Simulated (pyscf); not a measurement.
PySCF, gas phase, ωB97X-D3(BJ)/def2-SVP geometries. Correlated levels are frozen-core, on RHF or UHF. ΔMP2 is the change of the MP2 total energy from the triple- to the quadruple-zeta basis.

**Question.** PBE/def2-TZVP puts the barrier of HO–SH (SMILES OS) + H• (SMILES [H]) → SH• (SMILES [SH]) + H₂O (SMILES O) (substitution at O; doublet surface; O–S broken, H–O formed) at 0.10 eV and the reaction energy at -1.92 eV, from the separated reactants. What do B3LYP-D3(BJ)/def2-TZVP, ωB97M-D3(BJ)/def2-TZVP, CCSD(T)/def2-TZVPP + ΔMP2(QZVPP) give on the same structures?

**Answer.** B3LYP-D3(BJ): ΔE‡ = 0.18 eV, ΔE = -2.19 eV; ωB97M-D3(BJ): ΔE‡ = 0.46 eV, ΔE = -2.10 eV; CCSD(T): ΔE‡ = 0.47 eV, ΔE = -2.28 eV. PBE's barrier lies under all of them, by 0.08 to 0.37 eV. Its reaction energy lies over all of them, by 0.18 to 0.36 eV. This is the saddle that the search found; another between the same sides may lie lower. The angle at the attacked O is 154°. The CCSD(T) − MP2 part came from Ansatz, without density fitting, on the same reference. Left out: the spin-orbit lowering of SH.
